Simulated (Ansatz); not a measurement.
# The chlorine atom (doublet): the correlation ladder, 6-31G*

Aim: climb from Hartree-Fock through coupled cluster and multireference methods for the chlorine atom (doublet) at one geometry and basis, and see what each rung misses.

The runs use Ansatz 0.2.0, Gaussian basis; 6-31G*, core rule «outside noble gas», up to 5 orbitals frozen.

Plan: CCSD(T) on UHF; BCCD(T) on ROHF; CISD; CCSDT(Q) on ROHF; CCSDT(Q) on UHF; CISDTQ; CCSDTQ on ROHF; CCSDTQ on UHF; CASSCF and MRCISD+Q, 7 electrons in 4 orbitals; CASSCF and MRCISD+Q(relaxed), 7 electrons in 4 orbitals; CASSCF and NEVPT4(SD), 7 electrons in 4 orbitals; CASSCF and NEVPT2, 7 electrons in 4 orbitals; Full CI.

2 further runs of the same task are left out: 2 set aside as unsound or not needed.

## (1) The atom

A free atom, in its lowest state of this spin that the program finds.

1 atom, charge 0, spin multiplicity 2.

## (2) CCSD(T) on UHF

Input file in.yaml:

```yaml
crystal:
  periodic: [false, false, false]
  atoms:
    - {symbol: Cl, position_ang: [0.000000, 0.000000, 0.000000]}
basis:
  gaussian: {orbitals: "6-31G*"}
magnetization: {spin_polarized: true, initial_magnetization: 1}
correlation: {method: ccsd_t, electrons: outside_noble_gas}
```

Launch:

```sh
$ ansatz run in.yaml --threads 1 --pin off --events-out ev --progress --plain --max-ram 3916MiB
```

Further steps of the session: BCCD(T) on ROHF; CISD; CCSDT(Q) on ROHF; CCSDT(Q) on UHF; CISDTQ; CCSDTQ on ROHF; CCSDTQ on UHF; CASSCF and MRCISD+Q, 7 electrons in 4 orbitals; CASSCF and MRCISD+Q(relaxed), 7 electrons in 4 orbitals; CASSCF and NEVPT4(SD), 7 electrons in 4 orbitals; CASSCF and NEVPT2, 7 electrons in 4 orbitals; Full CI.

Q: Predict the results of all the runs planned. Wanted: FCI below the UHF energy; UMP2 from FCI; UCCSD(T) from FCI; UCCSDT(Q) from FCI; NEVPT2 valence from FCI; NEVPT4(SD) valence from FCI; MRCISD+Q valence from FCI; effectively unpaired electrons.

As calculated:

```
                         quantity                                                                                       value
         FCI below the UHF energy                                                                                  -3.3425 eV
                    UMP2 from FCI                                                                                  +499.8 meV
                UCCSD(T) from FCI                                                                                    +8.6 meV
               UCCSDT(Q) from FCI                                                                                    -0.2 meV
          NEVPT2 valence from FCI                                                                                  +827.8 meV
      NEVPT4(SD) valence from FCI                                                                                   +67.3 meV
        MRCISD+Q valence from FCI                                                                                    -5.1 meV
levels within 1 kcal/mol (43 meV)  UCCSD(T), BCCD(T), UCCSDT, UCCSDT(Q), UCCSDTQ, MRCISD+Q valence, MRCISD+Q(relaxed) valence
   effectively unpaired electrons                                                                                        1.01
```

In words: UCCSD(T) lands +8.6 meV from the yardstick (0.3 % of the correlation energy). MRCISD+Q valence, MRCISD+Q(relaxed) valence fall below full CI: the +Q correction isn't variational, and the cores differ from full CI's. One determinant dominates. Of the multireference levels listed MRCISD+Q valence comes nearest in total energy (-5.1 meV), which doesn't show that its space is the better one. These misses are within one basis, not against nature; the frozen cores of restricted and unrestricted runs differ, which can shift their rows.
